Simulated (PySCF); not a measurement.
The first ionisation energy along group 15

All values are computed (PySCF 2.14, energy differences of UHF-based or UKS calculations, no spin-orbit coupling). Values in eV. The last column holds reference values (NIST; (s) semi-empirical, (t) theoretical, else measured). Unmarked ones compare directly (S terms, centres of terms, or small fine structure); those marked * lie between the lowest fine-structure levels and include a spin-orbit shift.

```csv
element,configurations,UHF,SCS-MP2 (valence),CCSD(T) (valence),LDA,PBE,r2SCAN,reference
"N (aug-cc-pVTZ, non-relativistic)",[He] 2s2 2p3 → [He] 2s2 2p2,13.897,14.333,n/a,15.010,14.734,14.811,14.545
"P (aug-cc-pV(T+d)Z, non-relativistic)",[Ne] 3s2 3p3 → [Ne] 3s2 3p2,9.911,10.319,10.476,10.585,10.495,10.643,10.526
"As (aug-cc-pVTZ-PP with ECP10MDF, ECP)",[Ar] 3d10 4s2 4p3 → [Ar] 3d10 4s2 4p2,9.415,9.754,9.905,9.983,9.844,10.064,10.008
"Sb (aug-cc-pVTZ-PP with ECP28MDF, ECP)",[Kr] 4d10 5s2 5p3 → [Kr] 4d10 5s2 5p2,8.583,8.875,9.015,9.121,8.965,9.166,9.124
"Bi (aug-cc-pVTZ-PP with ECP60MDF, ECP)",[Xe] 4f14 5d10 6s2 6p3 → [Xe] 4f14 5d10 6s2 6p2,8.219,8.456,8.603,8.761,8.576,8.767,7.286 *
```

```json
{"method": "UHF", "elements": "4", "mean error (eV)": "-0.599", "mean absolute error (eV)": "0.599", "largest error (eV)": "-0.648"}
{"method": "SCS-MP2 (valence)", "elements": "4", "mean error (eV)": "-0.231", "mean absolute error (eV)": "0.231", "largest error (eV)": "-0.253"}
{"method": "CCSD(T) (valence)", "elements": "3", "mean error (eV)": "-0.087", "mean absolute error (eV)": "0.087", "largest error (eV)": "-0.109"}
{"method": "LDA", "elements": "4", "mean error (eV)": "0.124", "mean absolute error (eV)": "0.138", "largest error (eV)": "0.465"}
{"method": "PBE", "elements": "4", "mean error (eV)": "-0.041", "mean absolute error (eV)": "0.135", "largest error (eV)": "0.189"}
{"method": "r2SCAN", "elements": "4", "mean error (eV)": "0.120", "mean absolute error (eV)": "0.120", "largest error (eV)": "0.266"}
```

For Bi a determinant mixes LS terms or the coupling is close to jj, so these rows are model values.

Errors include the incompleteness of the basis and the frozen core.

"Valence" correlates the outer s and p shells and, in groups 3 to 12 and the f block, the outer d or f shell, open or full, or the next shell where the ion has no valence electron left; the wider scheme adds the next inner shell.
